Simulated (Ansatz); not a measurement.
One geometry of Si₃H₆⁻, several levels of theory.

```yaml
crystal:
  periodic: [false, false, false]
  atoms:
    - {symbol: Si, position_ang: [-1.299416, 0.405191, -0.840880]}
    - {symbol: Si, position_ang: [1.450110, -1.063909, 0.887190]}
    - {symbol: Si, position_ang: [0.510302, 1.020478, 0.514971]}
    - {symbol: H, position_ang: [0.616101, -1.800537, 1.914439]}
    - {symbol: H, position_ang: [-2.262217, -0.498153, -0.123104]}
    - {symbol: H, position_ang: [1.406822, 1.581844, -0.580310]}
    - {symbol: H, position_ang: [-1.040455, -0.296362, -2.146441]}
    - {symbol: H, position_ang: [2.770899, -0.928316, 1.621224]}
    - {symbol: H, position_ang: [-2.152145, 1.579765, -1.247099]}
basis:
  gaussian: {orbitals: def2-TZVPD, initial_orbitals: start.molden}
total_charge: -1
magnetization: {spin_polarized: true, initial_magnetization: 1}
hamiltonian: {xc: {name: BLYP}, dispersion: d4}
scf: {omitted_lower_state_checks: [starts]}
output: {orbitals: {seedname: orbitals}}
```

The file start.molden holds the orbitals of an earlier run on this structure, at another level or in another basis.

```sh
$ ansatz run in.yaml --threads 4 --pin off --events-out ev --progress --plain --max-ram 3916MiB
```

It prints (some lines left out):

```
Functional definition: BLYP
1131 factors; their error is unknown
mean field evaluation 1: about -23730.1674 eV, gradient 9.9e0 eV
mean field evaluation 2: about -23730.3840 eV, gradient 2.7e-1 eV
mean field evaluation 4: about -23730.3686 eV, gradient 2.2e-3 eV
mean field -23730.36858555 eV, -872.0749604976 hartree, gradient 2.9e-5 eV, S^2 0.755110; 0 other end points of the search recorded, 0 dependent functions left out
reference -23730.36901643 eV, -872.0749763321 hartree; 25, 24 occupied and 158, 159 virtual orbitals, 1131 factors
Total energy: -23730.98923803 eV, -872.0977690554 hartree
Checks for a lower state left out: starts
```

It took 3.8 s on 4 threads of Arm Neoverse V1 on a shared host.

The first input with `gaussian: {orbitals: def2-SVPD, initial_orbitals: start.molden}`, `hamiltonian: {xc: pbe0, dispersion: d4}` (abridged; 2.4 s):

```
Functional definition: PBE0
mean field -23712.80487573 eV, -871.4295060668 hartree, gradient 2.4e-5 eV, S^2 0.763346
Total energy: -23713.05371662 eV, -871.4386508006 hartree
Checks for a lower state left out: starts
```

As the first input, with `correlation: {method: ccsd_t}`, `scf: {omitted_lower_state_checks: [starts, cluster_reference]}` and without the key `hamiltonian` (abridged; 6.7 min):

```
Functional definition: HF
mean field -23681.53351672 eV, -870.2803048194 hartree, gradient 2.6e-6 eV, S^2 0.811775
15 core orbitals not correlated: weight in the atoms' cores, before any rotation towards them, 1.000 or more for the frozen orbitals, at most 0.000 for the correlated occupied ones
second order -9.85433701 eV of doubles, -0.00000000 eV of singles
cycle   1  -11.09607793 eV  change    -1.2e0 eV  update   1.1e-1
cycle   2  -11.59341791 eV  change   -5.0e-1 eV  update   3.9e-2
cycle   3  -11.65632876 eV  change   -6.3e-2 eV  update   1.8e-2
cycle   4  -11.65072931 eV  change    5.6e-3 eV  update   8.7e-3
cycle   5  -11.64892520 eV  change    1.8e-3 eV  update   4.0e-3
cycle   6  -11.64961004 eV  change   -6.8e-4 eV  update   2.2e-3
cycle   7  -11.65068015 eV  change   -1.1e-3 eV  update   1.2e-3
cycle   8  -11.65110514 eV  change   -4.2e-4 eV  update   6.1e-4
cycle   9  -11.65094097 eV  change    1.6e-4 eV  update   2.8e-4
cycle  10  -11.65085202 eV  change    8.9e-5 eV  update   1.1e-4
cycle  11  -11.65086568 eV  change   -1.4e-5 eV  update   4.8e-5
cycle  12  -11.65087808 eV  change   -1.2e-5 eV  update   2.4e-5
cycle  13  -11.65088675 eV  change   -8.7e-6 eV  update   1.2e-5
perturbative correction -0.52105393 eV, -0.0191483788 hartree
Total energy: -23693.70545740 eV, -870.7276153891 hartree
Checks for a lower state left out: starts, cluster_reference
```

As the first input, with `hamiltonian: {xc: pbe0, dispersion: d4}` (abridged; 4.3 s):

```
Functional definition: PBE0
mean field -23720.90603801 eV, -871.7272182892 hartree, gradient 1.9e-5 eV, S^2 0.764769
Total energy: -23721.15488485 eV, -871.7363632419 hartree
Checks for a lower state left out: starts
```

As the first input, with `hamiltonian: {xc: {name: B2PLYP}}` and without the key `output` (abridged; 5.5 s):

```
Functional definition: B2PLYP
mean field -23717.14558474 eV, -871.5890241806 hartree, gradient 1.5e-6 eV, S^2 0.774891
15 core orbitals not correlated: weight in the atoms' cores, before any rotation towards them, 1.000 or more for the frozen orbitals, at most 0.000 for the correlated occupied ones
second order -12.57995913 eV of doubles, -0.00000000 eV of singles
Total energy: -23720.54238381 eV, -871.7138542438 hartree
Checks for a lower state left out: starts
```

As the first input, with `hamiltonian: {xc: {name: CAM-B3LYP}, dispersion: d4}` (abridged; 5.5 s):

```
Functional definition: CAM-B3LYP
mean field -23731.11325595 eV, -872.1023266299 hartree, gradient 2.5e-5 eV, S^2 0.768220
Total energy: -23731.37135530 eV, -872.1118116060 hartree
Checks for a lower state left out: starts
```

As the first input, with `hamiltonian: {xc: r2scan, dispersion: d4}` (abridged; 7.5 s):

```
Functional definition: r2SCAN
mean field -23728.74786306 eV, -872.0154000444 hartree, gradient 1.5e-5 eV, S^2 0.766601
Total energy: -23728.81696222 eV, -872.0179393916 hartree
Checks for a lower state left out: starts
```

Geometry: PBE0-D4/def2-TZVPD.

Correlated methods freeze 15 core orbitals. At BLYP-D4/def2-TZVPD, r2SCAN-D4/def2-TZVPD the highest occupied level of the charge -1 doublet lies above zero (up to 0.60 eV). By energy differences its removal costs 2.19 eV (vertical, to the charge 0 singlet, at PBE0-D4/def2-TZVPD). The structure comes from a short search, and lower isomers may exist.
